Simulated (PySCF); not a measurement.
**Structure from 2D NMR**

Compound of formula C2H6S. Correlations simulated from computed shifts and the bond graph:

HSQC (one-bond C–H):
```
  δH    δC
2.45  27.1
1.28  24.1
```

COSY cross peaks (H two or three bonds apart, from the bond graph; peaks can be absent where the dihedral angle is near 90°):
```
  δH    δH
2.45  1.28
```

HMBC (two and three bonds, from the bond graph):
```
  δH    δC
2.45  24.1
1.28  27.1
```

PySCF calculation with PBE0-D3(BJ)/def2-TZVP structure and σ from GIAO-B97-2/pcSseg-2; non-relativistic Hamiltonian, a single conformation, rapidly exchanging positions averaged, gas phase.

References, each an isolated molecule treated in the same way: 1H (31.64 ppm) and 13C (185.38 ppm) vs TMS.

Exchangeable hydrogens are left out of these lists.

Work out the connectivity.

## Answers

`CCS`.

Numbering as in the mapped SMILES `[CH3:1][CH2:2][SH:3]`. Hydrogens are named by the atom that carries them.

- δC 27.1 is C2, an sp3 CH2 bonded to S (δH 2.45).
- δC 24.1 is C1, a methyl carbon (δH 1.28).
- COSY links 2.45–1.28.

The OH or NH signal is concentration- and solvent-dependent in practice; the value given is the gas-phase one. Shifts are as computed. Against solution values, carbons near 30 ppm lie about +3 ppm off and those near 130 ppm about +7 ppm; carbons on S a further +4 ppm. Of 1211 compounds with measured shifts, 218 miss one by over three times the rms of a fit or turn the order of signals round; such compounds aren't used in these exercises.
